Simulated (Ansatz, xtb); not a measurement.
# Two structures of BClH4Si

Structure a is a singlet given by its coordinates and structure b is `[SiH3]BCl`, a singlet. Both are isolated molecules in the gas phase, relaxed with PBE0-D3(BJ)/pcseg-1.

a (Å):

```xyz
7

B    -1.7396   -0.6109   -0.3857
Cl   -0.1793    2.4068    0.3999
Si   -0.3954    0.3628    0.5036
H     0.9647   -0.1702    0.7957
H    -0.6645   -0.2207   -1.1089
H    -2.7085   -0.0539   -0.8125
H    -1.6248   -1.8001   -0.2681
```

Close contacts (Å): B1–Si3 1.88, Cl2–Si3 2.06, B1–H5 1.35, B1–H6 1.20, B1–H7 1.20, Si3–H4 1.49, Si3–H5 1.74.

b (Å):

```xyz
7

B    -0.1594   -0.0268    1.8254
Cl   -1.5005    1.0375    2.1833
Si   -0.3550   -2.0362    1.8701
H    -1.7321   -2.4789    2.2360
H     0.6212   -2.5939    2.8576
H    -0.0021   -2.5847    0.5233
H     0.8747    0.5170    1.5540
```

Problem. Estimate E(b) − E(a) at the level CCSD(T)/def2-TZVP.

Solution. Calculated at CCSD(T)/def2-TZVP: E(b) − E(a) = −0.232 eV, so structure b lies lower.

Level by level:

```csv
level,geometry,E(b) − E(a) (eV),departure from the last row (eV),"job, with rough time for the two"
PBE0-D3(BJ)/pcseg-1,PBE0-D3(BJ)/pcseg-1,−0.256,−0.024,"optimisation, 1.9 min"
HF/def2-TZVP,PBE0-D3(BJ)/pcseg-1,−0.676,−0.445,part of the CCSD(T) run
MP2/def2-TZVP,PBE0-D3(BJ)/pcseg-1,−0.173,+0.058,part of the CCSD(T) run
CCSD(T)/def2-TZVP,PBE0-D3(BJ)/pcseg-1,−0.232,,"single point, 31 s"
```

The levels shown agree on the order. The largest departure from CCSD(T)/def2-TZVP is that of HF/def2-TZVP, 0.445 eV. Levels run at GFN2-xTB geometries aren't shown.

With harmonic frequencies from PBE0-D3(BJ)/pcseg-1 (ideal gas, rigid rotor, one conformer each, 200 K, 1 atm): on the last row, ΔE + ΔZPE = −0.271 eV. A mode under 50 cm⁻¹ makes harmonic enthalpies and free energies unreliable, so none is given.

The correlated steps freeze 11 core orbitals. Run with Ansatz 0.2.0; the last row on 1 thread of Arm Neoverse V1 on a shared host.
